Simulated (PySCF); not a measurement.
Molecule: 2,2,2-trifluoroethanol (OCC(F)(F)F, C$_{2}$H$_{3}$F$_{3}$O).

Atoms are numbered as in `[OH:1][CH2:2][C:3]([F:4])([F:5])[F:6]`. Each H is labelled by its parent atom.

Geometry PBE0-D3(BJ)/def2-SVP throughout; GIAO in PySCF 2.14.0 with density-fitted response routines, gas phase, one conformer, non-relativistic; equivalent atoms averaged; basis pcSseg-2.

For orientation, OPBE gives these absolute shieldings σ: O1 310.5, C3 49.7, C2 118.2, F4/F5/F6 259.8, H(C2) 27.42, H(O1) 30.59 ppm.

A run gave: O1 315.3, C3 48.8, C2 117.0, F4/F5/F6 268.1, H(C2) 27.57, H(O1) 30.44 ppm (absolute shieldings σ).

**Question.** Which functional was used in that run?
A. BHandHLYP
B. mPW1PW91
C. LC-wPBE
D. B97-D
E. KT2

**Answer.** B. C2 tells them apart best: mPW1PW91 gives 117.0, LC-wPBE gives 121.1, B97-D gives 111.1, KT2 gives 115.5, BHandHLYP gives 119.4 ppm.
